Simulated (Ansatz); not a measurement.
# BH2+ (singlet): the correlation ladder at angle H2–B1–H3 = 142.4°, aug-cc-pVTZ

An exercise on one series of results from a longer session: the logs are not shown, and one member is left open.

Method: aug-cc-pVTZ, core rule «outside noble gas», up to 1 orbitals frozen; program: Ansatz 0.2.0, Gaussian basis.

To be run: UHF; CCSD(T) on RHF; BCCD(T) on RHF; CCSDT(Q) on RHF; CASSCF and NEVPT2, 4 electrons in 6 orbitals; Full CI.

7 further runs of the same task are left out: 1 for a known fault of the program, 4 that didn't finish, 2 set aside as unsound or not needed.

## The geometry

The geometry derives from a PBE0/def2-TZVP stationary point (not a proven minimum). One angle is set to the value named; bond lengths are kept.

3 atoms, charge 1, spin multiplicity 1.

Atoms are counted from 1 here; the program's logs count them from 0.

Bond lengths: B1–H2 1.179 Å, B1–H3 1.179 Å. Angles: H2–B1–H3 142.4°.

Set-up of the first run:

File in.yaml:

```yaml
crystal:
  periodic: [false, false, false]
  atoms:
    - {symbol: B, position_ang: [-0.059723, 0.000000, 0.000000]}
    - {symbol: H, position_ang: [0.320287, 0.000000, -1.116271]}
    - {symbol: H, position_ang: [0.320287, 0.000000, 1.116271]}
basis:
  gaussian: {orbitals: aug-cc-pVTZ}
total_charge: 1
magnetization: {spin_polarized: true, initial_magnetization: 0}
hamiltonian: {xc: hf}
output: {orbitals: {seedname: orbitals}}
```

On the command line:

```bash
$ ansatz run in.yaml --threads 1 --pin off --events-out ev --progress --plain --max-ram 2393MiB
```

Among the steps run: UHF; CCSD(T) on RHF; BCCD(T) on RHF; CCSDT(Q) on RHF; CASSCF and NEVPT2, 4 electrons in 6 orbitals; Full CI.

One of the session's tables, all rows but one given; the rest of the session is left out.

```
        method  from FCI (kcal/mol)
           RHF               +55.50
          RMP2               +11.50
         RCCSD                    ?
      RCCSD(T)                +0.17
       BCCD(T)                +0.17
        RCCSDT                +0.01
     RCCSDT(Q)                 0.00
CASSCF valence               +27.62
NEVPT2 valence                +5.71
           FCI                    0
```

**Question.** Estimate the row for RCCSD.

**Answer.** from FCI (kcal/mol): +0.80. In the column «from FCI (kcal/mol)» it lies between BCCD(T) (+0.17) and NEVPT2 valence (+5.71).
